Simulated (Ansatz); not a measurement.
A made-up structure of CH3S2 (charge -1), closed shell:

```
6
angstrom
S 0.9615 0.6476 -1.4398
C -0.3561 -0.0249 -0.2341
S 0.1606 -0.6831 1.0898
H -0.8727 -0.9719 -0.5208
H -1.1012 0.7899 0.1463
H 1.2078 0.2426 0.9586
```

It is relaxed with PBE-D4/def2-SVPD and then PBE0-D4/def2-TZVPD (Ansatz 0.2.0). Atoms count as bonded within 1.22 times the sum of their covalent radii (H–H: 0.88 Å). The end point is not checked to be a true minimum.

Problem. Does its bonding change? (A judgement: the text doesn't fix the answer.)

Solution. The calculation gives: No: no bond forms or breaks.

Where it ends: The first stage lowers the energy by 1.89 eV in 8 steps. It ends as CH₃S₂ ([S][CH2][SH]), total charge -1:
```json
{"atom": "S1", "x (Å)": "0.7644", "y (Å)": "0.6216", "z (Å)": "-1.5043"}
{"atom": "C2", "x (Å)": "-0.4004", "y (Å)": "-0.0123", "z (Å)": "-0.3141"}
{"atom": "S3", "x (Å)": "0.3388", "y (Å)": "-0.6630", "z (Å)": "1.2672"}
{"atom": "H4", "x (Å)": "-0.9586", "y (Å)": "-0.8769", "z (Å)": "-0.6909"}
{"atom": "H5", "x (Å)": "-1.1244", "y (Å)": "0.7459", "z (Å)": "-0.0060"}
{"atom": "H6", "x (Å)": "1.3803", "y (Å)": "0.1848", "z (Å)": "1.2481"}
```

Labels in which every atom is bracketed show which atoms are joined, not bond orders.

For scale, one of the runs: PBE0-D4/def2-TZVPD relaxation, 156 basis functions, launched by `ansatz run in.yaml --threads 2 --pin off --events-out ev --progress --plain --max-ram 4352MiB`. The run took about 27 s on 2 CPU threads of an Intel Xeon Platinum 8259CL (shared host).
